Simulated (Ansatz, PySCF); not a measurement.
Molecule: tetrafluorosilane, SiF4, net charge 0, singlet state. SMILES: F[Si](F)(F)F
Structure (B3LYP-D3(BJ)/def2-TZVP (Ansatz, a first-principles code) minimum search):
```xyz
5

Si     0.0000     0.0000     0.0000
F      0.9027     0.9354     0.8757
F     -0.8806    -0.8997     0.9336
F     -0.9289     0.8739    -0.9111
F      0.9068    -0.9096    -0.8983
```

Quantity: atomisation energy, in kcal/mol. Terms: non-relativistic; UHF or UKS for open shells; 6-311+G** with 5d, 6d on Na to Ar in Ansatz; valence correlation only; atomisation electronic, to ground-state atoms; six Cartesian d functions in 6-31G* and its kin unless marked 5d; no spin-orbit coupling; LANL2DZ with its own core potentials from Na on; no dispersion term unless named. CBS(X,Y): correlation extrapolated as X^-3; Hartree-Fock from the larger set. The bracket is a focal-point correction in the basis named. First-principles rows: single points at B3LYP-D3(BJ) geometries (Ansatz).

Coupled cluster (Ansatz) is a level with limits of its own, used here on species with T1 under 0.025 (0.045 for open shells) and stable references: RI-MP2/CBS(aug-cc-pV(T+d)Z,aug-cc-pV(Q+d)Z)+[CCSD(T)-MP2]/aug-cc-pV(T+d)Z.

Value to compare with, RI-MP2/CBS(aug-cc-pV(T+d)Z,aug-cc-pV(Q+d)Z)+[CCSD(T)-MP2]/aug-cc-pV(T+d)Z (Ansatz): 576.3 kcal/mol.

```csv
level,program,atomisation energy (kcal/mol),difference
HF/6-31G*,Ansatz,412.8,-163.5
HF/6-311+G**,Ansatz,392.4,-183.9
SVWN5/6-31G*,Ansatz,648.4,72.1
PBE/3-21G,Ansatz,511.4,-64.9
PBE/6-31G*,Ansatz,567.2,-9.1
B3LYP/LANL2DZ,Ansatz,428.9,-147.4
B3LYP/6-31G*,Ansatz,548.6,-27.7
M06-2X/6-31G* (5d),PySCF,559.7,-16.6
M06-2X/6-311+G**,PySCF,536.4,-39.9
MP2/6-31G*,Ansatz,561.5,-14.8
M06-2X/def2-TZVPD,PySCF,573.4,-2.9
wB97X-V/def2-TZVPD,Ansatz,565.2,-11.1
```

Among the 10 habitual levels, HF/6-311+G** lies farthest from RI-MP2/CBS(aug-cc-pV(T+d)Z,aug-cc-pV(Q+d)Z)+[CCSD(T)-MP2]/aug-cc-pV(T+d)Z (Ansatz) (-183.9 kcal/mol) and PBE/6-31G* nearest (-9.1); 1 of 10 lie above it, and their mean absolute difference is 74.0 kcal/mol, the median 52.4. One case shows no general order.

The levels are drawn from those run, B3LYP/6-31G* more often than the rest, none by its result; runs whose electronic state is in doubt are left out.
